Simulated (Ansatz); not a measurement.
**SiH₅+: geometry and frequencies at several levels**

One table from this session's results is given with a row withheld; the runs are named, their logs left out.

Computed with Ansatz 0.2.0 (the levels named in each step, unless a step's input says otherwise).

### Starting point

Bond lengths: Si3–H4 1.460 Å, Si3–H5 1.460 Å, Si3–H6 1.460 Å. Angles: H4–Si3–H5 119.8°, H4–Si3–H6 119.8°, H5–Si3–H6 119.8°.

Coordinates:

```xyz
6

H    -0.0953    1.9947   -2.0156
H    -0.0639    1.4099   -1.4258
Si    0.0050   -0.1055    0.1066
H    -0.9029   -0.9855   -0.6232
H     1.4481   -0.2769   -0.0327
H    -0.5228    0.7964    1.1257
```

Set-up of the first run:

File input.yaml:

```yaml
crystal:
  periodic: [false, false, false]
  atoms:
    - { symbol: H, position_ang: [-0.37540057, 1.41327697, -1.36191724] }
    - { symbol: H, position_ang: [0.40215117, 1.30426919, -1.42334646] }
    - { symbol: Si, position_ang: [-0.04394317, 0.09677141, -0.08845746] }
    - { symbol: H, position_ang: [-0.95384837, -0.81463431, -0.79631431] }
    - { symbol: H, position_ang: [1.40584667, -0.15006066, -0.15531788] }
    - { symbol: H, position_ang: [-0.56663573, 0.98353739, 0.96040333] }
total_charge: 1
basis:
  gaussian: { orbitals: def2-TZVPP }
hamiltonian:
  xc: pbe0
  dispersion: d4
phonons: {}
```

Command:

```sh
> ansatz run input.yaml --threads 2 --pin off --max-ram 5120MiB --backend cpu --events-out ev --progress --plain --runs-dir out
```

Steps of the session up to this table: Frequencies, PBE0-D4/def2-TZVPP; Relaxation, PBE-D4/def2-TZVPP; Frequencies, PBE-D4/def2-TZVPP; Relaxation, r2SCAN-D4/def2-TZVPP; Frequencies, r2SCAN-D4/def2-TZVPP; Relaxation, B3LYP-D4/def2-TZVPP; Frequencies, B3LYP-D4/def2-TZVPP; Relaxation, B2PLYP/def2-TZVPP; Frequencies, B2PLYP/def2-TZVPP.

One of the session's tables, all rows but one given; the rest of the session is left out.

| level | Si3–H4 (Å) | Si3–H5 (Å) | highest frequency (cm⁻¹) |
| --- | --- | --- | --- |
| PBE0-D4/def2-TZVPP | 1.4696 | 1.4722 | 3838 |
| PBE-D4/def2-TZVPP | ? | ? | ? |
| r2SCAN-D4/def2-TZVPP | 1.4674 | 1.4702 | 3839 |
| B3LYP-D4/def2-TZVPP | 1.4643 | 1.4663 | 3942 |
| B2PLYP/def2-TZVPP | 1.4595 | 1.4615 | 3986 |

Estimate the missing values for PBE-D4/def2-TZVPP.

As computed: Si3–H4 (Å): 1.4797; Si3–H5 (Å): 1.4826; highest frequency (cm⁻¹): 3722. In the column «Si3–H4 (Å)» it is the highest.
